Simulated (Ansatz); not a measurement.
`CCC#CF` + H₂O → `OCC#CF` + CH₄  (formal hydrolysis of a C–C bond)

Calculated with Ansatz (gas phase, PBE0-D4/def2-TZVP geometries, no zero-point term in ΔE). CCSD(T)/CBS is the MP2 limit (def2-TZVPP, def2-QZVPP) plus CCSD(T) − MP2 in def2-TZVPP, frozen cores. This one scheme is used for every species. Each species was taken in one conformer, which may not be the lowest.

`CCC#CF`:

```xyz
10

C    -0.148   -0.377    1.277
C     0.584   -0.422   -0.061
C    -0.027    0.432   -1.071
C    -0.548    1.140   -1.880
F    -1.098    1.894   -2.752
H    -0.159    0.637    1.680
H    -1.183   -0.705    1.164
H     0.342   -1.030    2.002
H     1.627   -0.119    0.076
H     0.611   -1.450   -0.435
```

H₂O:

Cartesian coordinates in Å:
```
O -0.050 0.327 0.206
H 0.698 -0.273 0.235
H -0.648 -0.053 -0.441
```

`OCC#CF`:

Cartesian coordinates in Å:
```
O -0.119 1.713 -0.222
C -0.665 0.421 -0.366
C 0.254 -0.646 0.024
C 1.013 -1.501 0.372
F 1.822 -2.415 0.733
H 0.214 1.799 0.675
H -1.597 0.314 0.206
H -0.922 0.316 -1.422
```

CH₄:

```xyz
5

C     0.000    0.000    0.000
H    -0.639    0.064    0.880
H     0.573   -0.926    0.034
H     0.683    0.849   -0.016
H    -0.617    0.013   -0.898
```

```tsv
species	CCSD(T)/CBS(def2) energy (Eh)
`CCC#CF`	-254.91180
H₂O	-76.37941
`OCC#CF`	-290.80921
CH₄	-40.46206
```

(1) Work out ΔE.

Largest T1 diagnostic among the species: 0.012.

Answers

(1) ΔE = (-290.80921) + (-40.46206) − (-254.91180) − (-76.37941) = 0.01994 Eh = +52.4 kJ/mol.

From BLYP to BHLYP (50 % exact exchange), in def2-TZVPP and without D4, ΔE moves by +7.8 kJ/mol. Leaving LDA and LC-ωPBE aside and taking each functional with its dispersion term where it has one, the values, not all of them listed here, spread over 12.8 kJ/mol, from BLYP-D4 to PBE-QIDH. LDA lies +3.2 kJ/mol from PBE without D4. In def2-TZVPP, CCSD(T) changes the Hartree–Fock value by +8.3 kJ/mol (the triples alone add −0.3 kJ/mol) and MP2 by +14.1 kJ/mol.
